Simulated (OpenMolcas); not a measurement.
# C2H5B (SMILES BC=C): levels of theory compared

Aim: a comparison of 6 runs (B3LYP/6-31G*, M06-2X/6-311+G**, PBE0/6-311+G**, SVWN5/6-311+G**, r2SCAN/6-311+G**, CCSD(T)/6-311+G**) of C2H5B. 

Program for the calculation: OpenMolcas 26.06.

1 further run of the same task is left out (set aside as unsound or not needed).

## 1. The structure to begin with

C2H5B: 8 atoms, total charge 0, spin state singlet. SMILES: `BC=C`. The coordinates come from a PBE0-D4/def2-TZVP relaxation.

Bond lengths: B1–C2 1.534 Å, C2–C3 1.339 Å, B1–H4 1.199 Å, B1–H5 1.197 Å, C2–H6 1.089 Å, C3–H7 1.086 Å, C3–H8 1.087 Å. Angles: B1–C2–C3 120.5°, B1–C2–H6 121.7°, C3–C2–H6 117.7°, C2–B1–H4 118.7°, C2–B1–H5 122.0°, C2–C3–H7 120.6°, C2–C3–H8 123.0°, H4–B1–H5 119.3°, H7–C3–H8 116.4°.

## 2. Energy and forces at B3LYP/6-31G(d) (Cartesian functions) (run 1)

The input, coord.xyz:

```xyz
8

B     -0.619200     0.876300    -0.693900
C      0.322000     0.273500     0.357500
C      0.459500    -1.054300     0.465500
H     -1.226400     0.135900    -1.414800
H     -0.762800     2.058300    -0.813400
H      0.897400     0.899500     1.037300
H     -0.092700    -1.722500    -0.189400
H      1.114300    -1.523800     1.195500
```

The input, calc.inp:

```
&gateway
 baslib=$CurrDir
 coord=coord.xyz
 basis=6-31Gs
 group=NoSym

&seward
 gridinput
 Grid=UltraFine
 End of Grid

&scf
 ksdft=B3LYP
 thresholds=1e-10 1e-07 1e-07 1e-05
 prorbitals=1 2

&alaska
```

The basis set 6-31G* is read from a file made from the Basis Set Exchange's data (not shown).

Launch:

```sh
$ export MOLCAS_MEM=1860
$ pymolcas calc.inp > calc.log
```

The log of the run:

```text
--- Start Module: gateway ---
[...]
--- Stop Module: gateway /rc=_RC_ALL_IS_WELL_ ---
[...]
      Basis functions           55
[...]
--- Start Module: scf ---
[...]
       Convergence after  13 Iterations
[...]
::    Total KS-DFT energy                            -104.0293044280
[...]
      Total spin, S                                     0.0000000000
[...]
      Total electronic charge=   22.000000
      Total            charge=   -0.000000
[...]
      Dipole Moment (debye):
      Origin of the operator (angstrom)=    0.0622    0.0031    0.0512
                   X=  6.9683E-01               Y= -9.3028E-01               Z=  7.6097E-01           Total=  1.3893E+00
      Quadrupole Moment (debye*angstrom):
[...]
--- Stop Module: scf /rc=_RC_ALL_IS_WELL_ ---
[...]
--- Start Module: alaska ---
[...]
 *              Molecular gradients               *
 **************************************************
  Irreducible representation: a
 ------------------------------------------------------------------------------------------
                              X                       Y                       Z
 ------------------------------------------------------------------------------------------
  B1                1.53745903764069E-03   -1.45668541455457E-03    1.72862398781914E-03
  C2                7.77309140627125E-04   -7.15276809249588E-03    6.04798804844764E-04
  C3               -1.11794731148840E-03    6.84084010857333E-03   -1.01032565697889E-03
  H4                2.57301378927544E-04   -4.33632760526326E-04    2.66902821460580E-04
  H5                2.00630310751904E-04   -7.94986986569768E-05    2.19501986059634E-04
  H6               -1.07336317071893E-03   -1.17251198684509E-03   -1.26803469202974E-03
  H7                2.87238161244874E-04    1.72462703673926E-03    3.86832429103867E-04
  H8               -8.68627546995793E-04    1.72962980778513E-03   -9.28299680283073E-04
[...]
--- Stop Module: alaska /rc=_RC_ALL_IS_WELL_ ---
[...]
```

Wall time 27 s (1 thread of AMD EPYC 7R43 (Zen 3), shared host); peak memory 0.39 GiB.

## 3. Energy and forces at M06-2X/6-311+G(d,p) (run 2)

The input, test.input:

```
&GATEWAY
  BasLib = $CurrDir
  Coord
  8
  angstrom
  B       -0.619200       0.876300      -0.693900
  C        0.322000       0.273500       0.357500
  C        0.459500      -1.054300       0.465500
  H       -1.226400       0.135900      -1.414800
  H       -0.762800       2.058300      -0.813400
  H        0.897400       0.899500       1.037300
  H       -0.092700      -1.722500      -0.189400
  H        1.114300      -1.523800       1.195500
  Basis = 6-311pGss
  Group = NoSym

&SEWARD
  GridInput
  Grid=UltraFine
  End of Grid

&SCF
  KSDFT = M062X
  Thresholds = 1e-10 1e-07 1e-07 1e-05
  PrOrbitals = 0

&ALASKA
```

The basis set 6-311+G** is read from a file made from the Basis Set Exchange's data (not shown).

Launch:

```sh
$ export MOLCAS_MEM=1860
$ pymolcas test.input > test.log
```

The log of the run:

```text
--- Start Module: gateway ---
[...]
--- Stop Module: gateway /rc=_RC_ALL_IS_WELL_ ---
[...]
      Basis functions           96
[...]
--- Start Module: scf ---
[...]
       Convergence after  13 Iterations
[...]
::    Total KS-DFT energy                            -103.9924221237
[...]
      Total spin, S                                     0.0000000000
[...]
      Total electronic charge=   22.000000
      Total            charge=   -0.000000
[...]
      Dipole Moment (debye):
      Origin of the operator (angstrom)=    0.0622    0.0031    0.0512
                   X=  5.6026E-01               Y= -8.1430E-01               Z=  6.0945E-01           Total=  1.1612E+00
      Quadrupole Moment (debye*angstrom):
[...]
--- Stop Module: scf /rc=_RC_ALL_IS_WELL_ ---
[...]
--- Start Module: alaska ---
[...]
 *              Molecular gradients               *
 **************************************************
  Irreducible representation: a
 ------------------------------------------------------------------------------------------
                              X                       Y                       Z
 ------------------------------------------------------------------------------------------
  B1                4.42336351496131E-03   -2.76972735294390E-03    4.97223344774333E-03
  C2               -2.71823579572084E-03   -5.50429970118671E-04   -3.14129737000723E-03
  C3               -2.13360544015773E-04    1.74888497341552E-03   -1.66347429151559E-04
  H4               -1.47976525895688E-03   -1.64845793881629E-03   -1.76093213912565E-03
  H5               -4.37507810992332E-04    2.97824323325147E-03   -3.94054517836917E-04
  H6                2.06582641176789E-04    2.79985565464269E-04    2.46917457460860E-04
  H7                4.01114664461133E-05    1.65188229336088E-04    4.71481349022529E-05
  H8                1.78811787101107E-04   -2.03686739523867E-04    1.96332416026568E-04
[...]
--- Stop Module: alaska /rc=_RC_ALL_IS_WELL_ ---
[...]
```

Run time: 69 s. Hardware: 1 thread of AMD EPYC 7R43 (Zen 3), shared host; peak memory 0.53 GiB.

Runs 3 to 4 aren't shown in full; the table further down has their settings and results.

## 4. Energy and gradient at r2SCAN/6-311+G(d,p) (run 5)

The input, run.input:

```
&GATEWAY
BasLib=$CurrDir
Coord
8
angstrom
B       -0.619200       0.876300      -0.693900
C        0.322000       0.273500       0.357500
C        0.459500      -1.054300       0.465500
H       -1.226400       0.135900      -1.414800
H       -0.762800       2.058300      -0.813400
H        0.897400       0.899500       1.037300
H       -0.092700      -1.722500      -0.189400
H        1.114300      -1.523800       1.195500
Basis=6-311pGss
Group=NoSym
&SEWARD
GridInput
Grid=UltraFine
End of Grid
&SCF
KSDFT=2
1.0 MGGA_X_R2SCAN
1.0 MGGA_C_R2SCAN
Thresholds=1e-10 1e-07 1e-07 1e-05
PrOrbitals=1 1
&ALASKA
```

The basis set 6-311+G** is read from a file made from the Basis Set Exchange's data (not shown).

Launch:

```sh
$ export MOLCAS_MEM=1860
$ pymolcas run.input > run.log
```

The log of the run:

```text
--- Start Module: gateway ---
[...]
--- Stop Module: gateway /rc=_RC_ALL_IS_WELL_ ---
[...]
      Basis functions           96
[...]
--- Start Module: scf ---
[...]
       Convergence after  15 Iterations
[...]
::    Total KS-DFT energy                            -103.9718596977
[...]
      Total spin, S                                     0.0000000000
[...]
      Total electronic charge=   22.000000
      Total            charge=   -0.000000
[...]
      Dipole Moment (debye):
      Origin of the operator (angstrom)=    0.0622    0.0031    0.0512
                   X=  6.7420E-01               Y= -9.2655E-01               Z=  7.3527E-01           Total=  1.3615E+00
      Quadrupole Moment (debye*angstrom):
[...]
--- Stop Module: scf /rc=_RC_ALL_IS_WELL_ ---
[...]
--- Start Module: alaska ---
[...]
 *              Molecular gradients               *
 **************************************************
  Irreducible representation: a
 ------------------------------------------------------------------------------------------
                              X                       Y                       Z
 ------------------------------------------------------------------------------------------
  B1                1.37887750810339E-03   -1.55014808543630E-03    1.54314255022525E-03
  C2                1.09680207088442E-03   -6.79427431890467E-03    9.83216439314982E-04
  C3               -1.24398865118813E-03    7.27409778673493E-03   -1.13865540256852E-03
  H4               -1.31391386267055E-04   -8.95628321835318E-05   -1.63159556903603E-04
  H5               -6.97827757728531E-05    2.60991386988874E-04   -7.66020462441563E-05
  H6               -8.61162373478663E-04   -9.21270652201045E-04   -1.01624549979462E-03
  H7                6.19899484826547E-04    1.00099456244784E-03    7.39883127983232E-04
  H8               -7.89253877098384E-04    8.19172152543457E-04   -8.71579612006901E-04
[...]
--- Stop Module: alaska /rc=_RC_ALL_IS_WELL_ ---
[...]
```

It took 75 s on 1 thread of AMD EPYC 7R43 (Zen 3), shared host; peak memory 0.53 GiB.

## 5. A single-point energy at CCSD(T)/6-311+G(d,p) (Cholesky decomposition) (run 6)

The input, job.input:

```
* C2H5B CCSD(T)

&GATEWAY
  BasLib=$CurrDir
  Coord
  8
  angstrom
  B       -0.619200       0.876300      -0.693900
  C        0.322000       0.273500       0.357500
  C        0.459500      -1.054300       0.465500
  H       -1.226400       0.135900      -1.414800
  H       -0.762800       2.058300      -0.813400
  H        0.897400       0.899500       1.037300
  H       -0.092700      -1.722500      -0.189400
  H        1.114300      -1.523800       1.195500
  Basis=6-311pGss
  Group=NoSym

&SEWARD
  High

&SCF
  Thresholds=1e-10 1e-07 1e-07 1e-05
  PrOrbitals=1 2

&CHCC
  Frozen=3
  Threshold=1e-08
  MaxIterations=80

&CHT3
  Frozen=3
```

The basis set 6-311+G** is read from a file made from the Basis Set Exchange's data (not shown).

Launch:

```sh
$ export MOLCAS_MEM=1860
$ pymolcas job.input > job.log
```

The log of the run:

```text
--- Start Module: gateway ---
[...]
--- Stop Module: gateway /rc=_RC_ALL_IS_WELL_ ---
[...]
      Basis functions           96
[...]
       Convergence after  12 Iterations
[...]
::    Total SCF energy                               -103.3166318228
[...]
      Total spin, S                                     0.0000000000
[...]
      Total electronic charge=   22.000000
      Total            charge=   -0.000000
[...]
      Dipole Moment (debye):
      Origin of the operator (angstrom)=    0.0622    0.0031    0.0512
                   X=  5.4392E-01               Y= -8.8072E-01               Z=  5.8839E-01           Total=  1.1907E+00
      Quadrupole Moment (debye*angstrom):
[...]
--- Start Module: chcc ---
[...]
--- Stop Module: chcc /rc=_RC_ALL_IS_WELL_ ---
[...]
--- Start Module: cht3 ---
[...]
--- Stop Module: cht3 /rc=_RC_ALL_IS_WELL_ ---
[...]
```

Wall time 3.2 min (1 thread of AMD EPYC 7R43 (Zen 3), shared host); peak memory 0.15 GiB.

## 6. All runs side by side

```tsv
run	level	Cartesian functions	integral approximation	energy (Eh)	dipole moment (D) of the reference	HOMO energy (eV)	LUMO energy (eV)	wall time
1	B3LYP/6-31G* (Cartesian functions)	yes	none	-104.029304	1.39	-7.96	-1.88	27 s
2	M06-2X/6-311+G**	no	none	-103.992422	1.16	-9.65	-1.20	69 s
3	PBE0/6-311+G**	no	none	-103.904601	1.33	-8.51	-2.11	55 s
4	SVWN5/6-311+G**	no	none	-102.990958	1.43	-7.71	-3.38	44 s
5	r2SCAN/6-311+G**	no	none	-103.971860	1.36	-7.66	-2.83	75 s
6	CCSD(T)/6-311+G** (Cholesky decomposition)	no	CD high	-103.740637	1.19	-10.64	1.28	3.2 min
```

## 7. Summary of results

| quantity | value |
| --- | --- |
| run 6: total energy | -103.74064 Eh |
| run 6: dipole moment (mean-field density) | 1.19 D |
| run 6: HOMO energy (Hartree–Fock orbitals) | -10.64 eV |
| run 6: LUMO energy (Hartree–Fock orbitals) | 1.28 eV |
| run 6: HOMO–LUMO gap (Hartree–Fock orbitals) | 11.92 eV |
| run 6: correlation energy (3 core orbitals frozen) | -424.0 mEh |
| run 6: (T) correction | -15.27 mEh |

In words: Over runs 1, 2, 3, 4, 5 the dipole moment (its size) runs from 1.16 D (M06-2X/6-311+G**) to 1.43 D (SVWN5/6-311+G**). Over runs 1, 2, 3, 4, 5 the HOMO–LUMO gap runs from 4.34 eV (SVWN5/6-311+G**) to 8.45 eV (M06-2X/6-311+G**). Totals of different functionals can't be ranked against each other. All runs together took 7.7 min, the longest 3.2 min.
